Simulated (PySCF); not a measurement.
carbon tetrachloride (CCl₄), SMILES ClC(Cl)(Cl)Cl. Heavy atoms are numbered as in [Cl:1][C:2]([Cl:3])([Cl:4])[Cl:5].

Geometry optimised at B3LYP-D3(BJ)/def2-SVP.

All values below come from PBE/pcSseg-1 in PySCF.

GIAO shieldings, no solvent; atoms alike by connectivity are averaged. δ = σ(ref) − σ: ³⁵Cl against HCl (σ = 936.5 ppm); ¹³C against TMS (σ = 182.0 ppm), references at their B3LYP-D3(BJ)/def2-TZVP geometries, non-relativistic (without spin–orbit terms, shifts of atoms bonded to Cl or Br come out too high).

Estimate the chemical shifts. (Estimate from the structure and the level; the computed values follow.)


```tsv
nucleus	atoms	count	δ (ppm)
³⁵Cl	Cl1	4	711.5
¹³C	C2	1	151.6
```
